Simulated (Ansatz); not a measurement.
How methods differ on BNH4 (SMILES BN)

The species is BNH4 (6 atoms), meant as a singlet with charge 0. SMILES: `BN`. The coordinates come from a PBE0-D4/def2-TZVP relaxation.

```xyz
6

B    -0.1282   -0.6796   -0.0256
N     0.1461    0.6774    0.0108
H     0.2258   -1.3680    0.8875
H    -0.7120   -1.1287   -0.9692
H    -0.1216    1.3137   -0.7208
H     0.6320    1.1214    0.7713
```

Quantity: the energy change with the B1–H3 bond stretched from 1.197 to 2.993 Å, in eV. The values are calculated.

```
                      level                    kind  program  value (eV)
     HF/STO-3G (restricted)            Hartree–Fock   Ansatz       10.19
   BLYP/STO-3G (restricted)                     GGA   Ansatz        7.00
 revPBE/STO-3G (restricted)                     GGA   Ansatz        7.07
 r2SCAN/STO-3G (restricted)                meta-GGA   Ansatz        7.62
  B3LYP/STO-3G (restricted)           global hybrid   Ansatz        7.74
  wB97X/STO-3G (restricted)  range-separated hybrid   Ansatz        8.65
 B2PLYP/STO-3G (restricted)           double hybrid   Ansatz        7.51
RPA@PBE/STO-3G (restricted)                     RPA   Ansatz        6.62
   CCSD/STO-3G (restricted)   coupled cluster or CI   Ansatz        5.75
 CCSDTQ/STO-3G (restricted)   coupled cluster or CI   Ansatz        5.64
```

The first shape isn't each level's own minimum. The values span 5.64 to 10.19 eV. All rows use very small basis sets, so even the best lies far from the true value.
